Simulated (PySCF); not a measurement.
H₂S.

```xyz
3

S      0.0000     0.0000     0.1033
H      0.0000    -0.9673    -0.8265
H      0.0000     0.9673    -0.8265
```
Charge 0, spin multiplicity 1.

Coordinates come from a PBE0-D3(BJ)/def2-TZVPD optimisation.

All values below come from PBE/pcSseg-2 (PySCF). Non-relativistic, no solvent.

Computed absolute GIAO shielding of each atom: isotropic value and principal components (ppm):
| atom | σ(iso) | σ11 | σ22 | σ33 | span |
|---|---|---|---|---|---|
| S1 | 706.4 | 575.1 | 648.7 | 895.3 | 320.2 |
| H2 | 30.7 | 24.2 | 26.8 | 40.9 | 16.7 |
| H3 | 30.7 | 24.2 | 26.8 | 40.9 | 16.7 |
